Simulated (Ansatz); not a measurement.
Ansatz (a first-principles code) input (B3LYP-D3(BJ)/def2-TZVP):

Ansatz 0.2 input:
```yaml
crystal:
  periodic: [false, false, false]
  atoms:
    - {symbol: O, position_ang: [0.78783822, 1.42152957, 0.55925471]}
    - {symbol: C, position_ang: [0.52620071, 0.28603509, 0.09292067]}
    - {symbol: N, position_ang: [1.33109352, -0.64466883, -0.32997910]}
    - {symbol: C, position_ang: [-0.96435260, -0.12376882, -0.01935783]}
    - {symbol: H, position_ang: [-1.49390762, 0.58820078, -0.65447950]}
    - {symbol: H, position_ang: [-1.04396453, -1.12269236, -0.44231472]}
    - {symbol: H, position_ang: [-1.42530327, -0.10536232, 0.96953397]}
    - {symbol: H, position_ang: [2.30549087, -0.33185032, -0.23724240]}
basis:
  gaussian:
    orbitals: def2-TZVP
hamiltonian:
  xc: b3lyp
  dispersion: d3bj
total_charge: -1
relax: {f_tol: 0.002, max_steps: 150}
```

Output:

```
Functional definition: B3LYP
integrals: 0.05 GiB planned
842 factors; their error is unknown
mean field: 0.54 GiB planned
mean field evaluation 1: about -5674.0861 eV, gradient 5.2e1 eV
mean field evaluation 2: about -5667.5637 eV, gradient 7.5e1 eV
mean field evaluation 4: about -5679.3628 eV, gradient 4.9e0 eV
mean field evaluation 8: about -5679.4047 eV, gradient 4.3e-1 eV
mean field evaluation 16: about -5679.4049 eV, gradient 2.8e-5 eV
mean field -5679.40494862 eV, -208.7142822229 hartree, gradient 2.8e-5 eV, S^2 0.000000; 0 other end points of the search recorded, 0 dependent functions left out
the calculation of the forces begins
reference -5679.40518906 eV, -208.7142910590 hartree; 16, 16 occupied and 132, 132 virtual orbitals, 842 factors
relax step   1: F+E_penalty+E_count = -5679.61414275 eV  Δ(F+E_penalty+E_count) = +0.000e0 eV  max|allowed force component| = 9.696e-1 eV/Å  Δτ_max = 0.0000 Å  (27 SCF iters, accepted)
these checks for a lower state are left out or cut short: starts, cluster_reference, orbital_swaps, neighbouring_geometries, increment
integrals: 0.05 GiB planned
842 factors; their error is unknown
mean field: 0.54 GiB planned
mean field -5679.42955370 eV, -208.7151864427 hartree, gradient 1.6e-5 eV, S^2 0.000000; 0 other end points of the search recorded, 0 dependent functions left out
the calculation of the forces begins
reference -5679.42979477 eV, -208.7151953019 hartree; 16, 16 occupied and 132, 132 virtual orbitals, 842 factors
relax step   2: F+E_penalty+E_count = -5679.63843483 eV  Δ(F+E_penalty+E_count) = -2.429e-2 eV  max|allowed force component| = 3.839e-1 eV/Å  Δτ_max = 0.0257 Å  (31 SCF iters, accepted)
these checks for a lower state are left out or cut short: starts, cluster_reference, orbital_swaps, neighbouring_geometries, increment
integrals: 0.05 GiB planned
842 factors; their error is unknown
mean field: 0.54 GiB planned
mean field -5679.43637299 eV, -208.7154370470 hartree, gradient 1.5e-5 eV, S^2 0.000000; 0 other end points of the search recorded, 0 dependent functions left out
the calculation of the forces begins
reference -5679.43661410 eV, -208.7154459077 hartree; 16, 16 occupied and 132, 132 virtual orbitals, 842 factors
relax step   3: F+E_penalty+E_count = -5679.64530261 eV  Δ(F+E_penalty+E_count) = -6.868e-3 eV  max|allowed force component| = 6.328e-2 eV/Å  Δτ_max = 0.0301 Å  (33 SCF iters, accepted)
these checks for a lower state are left out or cut short: starts, cluster_reference, orbital_swaps, neighbouring_geometries, increment
integrals: 0.05 GiB planned
842 factors; their error is unknown
mean field: 0.54 GiB planned
mean field evaluation 32: about -5679.4368 eV, gradient 1.3e-3 eV
mean field -5679.43640011 eV, -208.7154380438 hartree, gradient 1.5e-5 eV, S^2 0.000000; 0 other end points of the search recorded, 0 dependent functions left out
the calculation of the forces begins
reference -5679.43664120 eV, -208.7154469038 hartree; 16, 16 occupied and 132, 132 virtual orbitals, 842 factors
relax step   4: F+E_penalty+E_count = -5679.64532441 eV  Δ(F+E_penalty+E_count) = -2.180e-5 eV  max|allowed force component| = 8.434e-2 eV/Å  Δτ_max = 0.0064 Å  (33 SCF iters, accepted)
these checks for a lower state are left out or cut short: starts, cluster_reference, orbital_swaps, neighbouring_geometries, increment
integrals: 0.05 GiB planned
842 factors; their error is unknown
mean field: 0.54 GiB planned
mean field -5679.43660357 eV, -208.7154455207 hartree, gradient 1.5e-5 eV, S^2 0.000000; 0 other end points of the search recorded, 0 dependent functions left out
the calculation of the forces begins
reference -5679.43684466 eV, -208.7154543806 hartree; 16, 16 occupied and 132, 132 virtual orbitals, 842 factors
relax step   5: F+E_penalty+E_count = -5679.64553921 eV  Δ(F+E_penalty+E_count) = -2.148e-4 eV  max|allowed force component| = 1.031e-2 eV/Å  Δτ_max = 0.0051 Å  (33 SCF iters, accepted)
these checks for a lower state are left out or cut short: starts, cluster_reference, orbital_swaps, neighbouring_geometries, increment
integrals: 0.05 GiB planned
842 factors; their error is unknown
mean field: 0.54 GiB planned
mean field -5679.43660594 eV, -208.7154456078 hartree, gradient 1.5e-5 eV, S^2 0.000000; 0 other end points of the search recorded, 0 dependent functions left out
the calculation of the forces begins
reference -5679.43684703 eV, -208.7154544678 hartree; 16, 16 occupied and 132, 132 virtual orbitals, 842 factors
relax step   6: F+E_penalty+E_count = -5679.64555405 eV  Δ(F+E_penalty+E_count) = -1.485e-5 eV  max|allowed force component| = 1.181e-3 eV/Å  Δτ_max = 0.0017 Å  (34 SCF iters, accepted)
integrals: 0.05 GiB planned
842 factors; their error is unknown
mean field: 0.54 GiB planned
mean field evaluation 64: about -5679.4368 eV, gradient 3.0e-1 eV
mean field -5679.43660594 eV, -208.7154456078 hartree, gradient 1.5e-5 eV, S^2 0.000000; 1 other end points of the search recorded, 0 dependent functions left out
the calculation of the forces begins
reference -5679.43684703 eV, -208.7154544678 hartree; 16, 16 occupied and 132, 132 virtual orbitals, 842 factors
Total energy: -5679.64579515 eV, -208.7231331694 hartree
Atom 0 at     0.769024     1.403881     0.555966 Å, force     0.000116     0.000545     0.000295 eV/Å
Atom 1 at     0.530248     0.256301     0.080878 Å, force    -0.000199    -0.001181    -0.000220 eV/Å
Atom 2 at     1.364420    -0.670932    -0.344254 Å, force    -0.000268     0.000602    -0.000174 eV/Å
Atom 3 at    -0.958035    -0.130426    -0.022395 Å, force    -0.000198    -0.000245    -0.000326 eV/Å
Atom 4 at    -1.479572     0.602763    -0.646099 Å, force     0.000081    -0.000068     0.000019 eV/Å
Atom 5 at    -1.093388    -1.129103    -0.440763 Å, force     0.000193     0.000170     0.000181 eV/Å
Atom 6 at    -1.413303    -0.084385     0.972191 Å, force     0.000022     0.000295     0.000136 eV/Å
Atom 7 at     2.303701    -0.280676    -0.217188 Å, force     0.000254    -0.000118     0.000090 eV/Å
Dipole moment:    -0.459693    -0.084627    -0.017147 e Å
```

It need not be the lowest isomer of its formula. Whether it binds its extra electron was not tested at this geometry.
